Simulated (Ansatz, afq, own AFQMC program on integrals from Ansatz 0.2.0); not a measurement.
# AlLiH2, triplet: AFQMC among the cluster methods

```xyz
4

Al    0.0000    0.0000    0.4562
Li    0.0000    0.0000   -2.1826
H     0.0000    1.3079    1.4086
H     0.0000   -1.3079    1.4086
```

Connectivity, by distances: AlH2–Li.

Basis 6-31G. Noble-gas cores (and the filled d shells of Ga–Kr and In–Xe) are frozen. Ansatz 0.2.0 and our own AFQMC program on the same integrals; the CISD trial comes from CCSD amplitudes, and released means the phaseless constraint is let go. Free AFQMC starts from the CCSD state and is never constrained. Its projection time is finite, and what remains of the start isn't in its error. Error bars are statistical, one sigma.

Determinant: UHF, the one that the program's search chose, which needn't be the lowest solution. The geometry is a PBE0/def2-TZVP stationary point of this or a neighbouring charge and spin state.

Full CI on the same integrals is exact in this basis and with this determinant's frozen core.

Cautions: another spin lies lower (by 1.56 eV).

* T1 diagnostic: 0.0188
* weight of the determinant in the CISD state: 0.942
* ⟨S²⟩ of the determinant: 2.003
* size of the correlated space: 6 electrons in 20 orbitals

Reference: full CI, correlation energy -1.477 eV. The released energy is read at 2.40 1/Eh (meV from the phaseless value at times in 1/Eh: 0.1 ± 2.1 at 0.24, -0.8 ± 2.1 at 0.51, -2.0 ± 1.7 at 0.99, -2.9 ± 2.0 at 1.62, -3.3 ± 2.4 at 2.40).

```json
{"level": "HF", "E − E(reference) (mEh)": "54.29", "share of correlation (%)": "0.00"}
{"level": "MP2", "E − E(reference) (mEh)": "18.59", "share of correlation (%)": "65.76"}
{"level": "CCSD", "E − E(reference) (mEh)": "1.41", "share of correlation (%)": "97.40"}
{"level": "CCSD(T)", "E − E(reference) (mEh)": "0.50", "share of correlation (%)": "99.07"}
{"level": "CCSDT", "E − E(reference) (mEh)": "0.02", "share of correlation (%)": "99.97"}
{"level": "CCSDT(Q)", "E − E(reference) (mEh)": "0.00", "share of correlation (%)": "100.00"}
{"level": "CCSDTQ", "E − E(reference) (mEh)": "0.00", "share of correlation (%)": "100.00"}
{"level": "ph-AFQMC/CISD", "E − E(reference) (mEh)": "0.29 ± 0.07", "share of correlation (%)": "99.47"}
{"level": "released AFQMC", "E − E(reference) (mEh)": "0.17 ± 0.09", "share of correlation (%)": "99.69"}
{"level": "free AFQMC", "E − E(reference) (mEh)": "-0.11 ± 0.06", "share of correlation (%)": "100.20"}
```

CCSDT and higher add their correlation energy to the determinant of the CCSD(T) run, since their own runs factorise the integrals more tightly (a shift of under 2 meV). Free projections are given only where their last times agree within the noise and don't stop above the reference; a slow remainder of the start can still hide under it. A walk keeps the symmetry of its determinant, which the program's search chose and which needn't be the lowest solution, so a lower state of the same spin and another symmetry isn't excluded. Released energies are given only where the last usable release times agree within the noise; a slower fall can still hide under it.
